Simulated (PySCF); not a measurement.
## Continuum solvent and chemical shifts

Geometry (Å), atoms numbered from 1 in this order:
```xyz
11

C    -1.6233   -0.0207   -0.3955
C    -0.1756    0.0080   -0.0375
C     0.4908    1.0561    0.5471
S     2.1453    0.6574    0.7774
C     1.8317   -0.8906    0.0739
N     0.6066   -1.0883   -0.2970
H    -2.1254    0.9150   -0.1169
H    -1.7483   -0.1784   -1.4779
H    -2.1273   -0.8567    0.1131
H     0.0920    2.0231    0.8481
H     2.6335   -1.6248   -0.0348
```

GIAO PBE0/pcSseg-1 in PySCF 2.14 on one PBE0-D3(BJ)/def2-SVP conformer, non-relativistic, equivalent nuclei averaged. Solvents enter as an IEF-PCM continuum (tetrahydrofuran with ε = 7.4, water with ε = 78.4) around the gas-phase geometry. Shifts are referred to TMS, CS2 computed in the same medium.

Gas phase, δ in ppm: C2 158.0, C5 156.6, C3 120.4, C1 19.2, S4 267.8, H11 8.31, H10 6.72, H7/H8/H9 2.57. Dipole moment 1.27 D.

(1) How does each δ change in the continuum?

(2) Which nuclei move most (in ppm), and what does the model miss?

## Answers

(1) 
```
   atoms                                              environment  Δδ, tetrahydrofuran  Δδ, water
      C2      substituted aromatic carbon next to a ring nitrogen                 +1.1       +1.3
      C5                 aromatic CH between two ring heteroatoms                 +3.8       +4.8
      C3                      aromatic CH next to the ring sulfur                 +2.2       +2.9
      C1                        methyl carbon on an aromatic ring                 +0.1       +0.2
      S4                                     aromatic ring sulfur                 +1.2       +2.1
     H11  hydrogen on an aromatic CH between two ring heteroatoms                +0.23      +0.28
     H10       hydrogen on an aromatic CH next to the ring sulfur                +0.36      +0.45
H7/H8/H9          hydrogen on a methyl carbon on an aromatic ring                +0.05      +0.06
```

Changes are relative to the gas phase. The dipole moment becomes 1.72 D in tetrahydrofuran, 1.86 D in water.

(2) C5 (aromatic CH between two ring heteroatoms, +4.8 ppm) in water. A continuum only polarises the solute; specific hydrogen bonds, the anisotropy of aromatic solvents and changes of geometry or conformer are outside it.
